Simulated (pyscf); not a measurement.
This saddle point was located with ωB97X-D3(BJ)/def2-SVP in PySCF.

```xyz
12

Te     0.4246    -1.9602     1.4591
H      0.3924    -0.8174    -0.0519
H     -0.9070    -2.7510     0.8639
Zn    -0.8134     0.4138     0.5895
C      0.1905     0.2959    -1.2371
C     -2.0935     1.4358     1.6459
H      0.9257    -0.4268    -1.6269
H     -0.6527     0.2974    -1.9502
H      0.6812     1.2852    -1.2680
H     -2.9022     0.7819     2.0117
H     -2.5507     2.2580     1.0723
H     -1.6024     1.8712     2.5320
```

Surface: singlet, charge 0. Lowest wavenumbers (cm⁻¹): 1090i, 46, 84, 97, 106.

Q: Which two sides does it connect, and which bonds change?

A: TeH₂ + H₃C–Zn–CH₃ ⇌ H₃C–Zn–TeH + CH₄, a four-centre exchange read from left to right: H–Te, C–Zn broken and Te–Zn, C–H formed. At ωB97M-D3(BJ)/def2-TZVP it lies +78.5 kJ/mol from the left side and +221.8 kJ/mol from the right (each side as separated species at their lowest minima found). On the reactant side the descent ends in an adduct with a Te–Zn contact (not fully relaxed), 24.9 kJ/mol under the separated species and 83.5 kJ/mol under the saddle at ωB97X-D3(BJ)/def2-TZVP. What is counted as formed (Te–Zn) is already present as a longer contact in the reactant adduct; forming that adduct is a step of its own. At ωB97X-D3(BJ)/def2-TZVP the barrier from the zero used here is 58.6 kJ/mol. One saddle was located; it need not be the lowest between these sides. Elements up to Kr have no core potential and no relativistic terms here. Elements past Kr carry the def2 core potentials, without spin-orbit coupling.
